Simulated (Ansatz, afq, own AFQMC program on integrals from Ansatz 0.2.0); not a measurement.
GeH$_{2}$, singlet in cc-pVDZ, levels against full CI

```yaml
atoms:
  - { symbol: Ge, position_ang: [0.0000, -0.0285, 0.0018] }
  - { symbol: H, position_ang: [0.0000, 1.0923, -1.1317] }
  - { symbol: H, position_ang: [0.0000, 0.9629, 1.0044] }
```

Basis cc-pVDZ. Noble-gas cores (and the filled d shells of Ga–Kr and In–Xe) are frozen. Integrals, coupled cluster, full CI and functionals: Ansatz 0.2.0; the random walks run on the same integrals in our own AFQMC program. ph-AFQMC/CISD is guided by a CISD state made of CCSD amplitudes; releasing the constraint for a short imaginary time cuts its bias at the price of noise, slowly where states lie close. Error bars are statistical, one sigma. No spin–orbit coupling.

Determinant: UHF, the one that the program's search chose, which needn't be the lowest solution. The geometry is a point of a scan.

Full CI on the same integrals is exact in this basis and with this determinant's frozen core.

Cautions: no relativity below Rb; no spin-orbit coupling; inner d shell frozen; an unrestricted solution with more broken spin lies lower (43 meV, ⟨S²⟩ 0.28), while this determinant keeps restricted orbitals.

```
T1 diagnostic                               : 0.0122
weight of the determinant in the CISD state : 0.919
⟨S²⟩ of the determinant                     : 0.000
size of the correlated space                : 6 electrons in 23 orbitals
```

Reference: full CI, correlation energy -3.033 eV. The released energy is read at 2.40 1/Eh (meV from the phaseless value at times in 1/Eh: 1.0 ± 1.6 at 0.24, -1.0 ± 1.4 at 0.51, -1.0 ± 0.8 at 0.99, -0.6 ± 0.9 at 1.62, -2.8 ± 1.0 at 2.40).

```tsv
level	E − E(reference) (mEh)	share of correlation (%)
HF	111.47	0.00
MP2	28.26	74.65
CCSD	2.45	97.80
CCSD(T)	0.57	99.49
CCSDT	0.09	99.91
CCSDT(Q)	0.02	99.98
CCSDTQ	0.00	100.00
ph-AFQMC/CISD	0.05 ± 0.08	99.95
released AFQMC	-0.05 ± 0.04	100.04
```

CCSDT and higher add their correlation energy to the determinant of the CCSD(T) run, since their own runs factorise the integrals more tightly (a shift of under 2 meV). A walk keeps the symmetry of its determinant, which the program's search chose and which needn't be the lowest solution, so a lower state of the same spin and another symmetry isn't excluded. Released energies are given only where the last usable release times agree within the noise; a slower fall can still hide under it.
